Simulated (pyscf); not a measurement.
Structures and frequencies: ωB97X-D3(BJ)/def2-SVP in PySCF.

Problem. For HO–Ti(OH)(OH)–OH + H₂C=CH–CH₃ → H₃C–CH(CH₃)–O–Ti(OH)(OH)–OH, an addition across a multiple bond or ene-type step (singlet surface; H–O broken, C–O, C–H formed), PBE/def2-TZVP gives ΔE‡ = 37.0 kcal/mol and ΔE = -17.9 kcal/mol (zero: the separated reactants). In which direction and how far do B3LYP-D3(BJ)/def2-TZVP, PBE0-D3(BJ)/def2-TZVP, ωB97M-D3(BJ)/def2-TZVP move these?

Solution. B3LYP-D3(BJ): ΔE‡ = 38.6 kcal/mol, ΔE = -19.6 kcal/mol; PBE0-D3(BJ): ΔE‡ = 38.5 kcal/mol, ΔE = -23.2 kcal/mol; ωB97M-D3(BJ): ΔE‡ = 41.4 kcal/mol, ΔE = -19.7 kcal/mol. PBE's barrier lies under all of them, by 1.4 to 4.3 kcal/mol. Its reaction energy lies over all of them, by 1.7 to 5.3 kcal/mol. On the reactant side the descent ends in a complex (not fully relaxed), 6.3 kcal/mol under the separated species and 46.3 kcal/mol under the saddle at ωB97X-D3(BJ)/def2-TZVP. One saddle was located; it need not be the lowest between these sides.
